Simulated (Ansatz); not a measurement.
We consider naphthalene C10H8, described by r²SCAN-D4 (Ansatz, a first-principles code, plane waves, PAW).

Numerical settings: plane-wave cutoff 500 eV, 4×4×4 k mesh, gaussian smearing 0.02 eV, scalar-relativistic PAW data made under PBE.

Computed at the level's own relaxed cell.

Task: Predict the volume per atom.

Result: 
- volume per atom: 9.28 Å³/atom

Measured, for comparison: equilibrium volume per atom 9.47 Å³/atom (10 K, zero-point motion not removed, unit-cell volume / atoms in the cell; as tabulated in Loboda et al. (2018), arXiv:1809.09959). Computed (rounded) less measured: equilibrium volume per atom -2.0 %.

Static lattice: no zero-point or thermal effects.
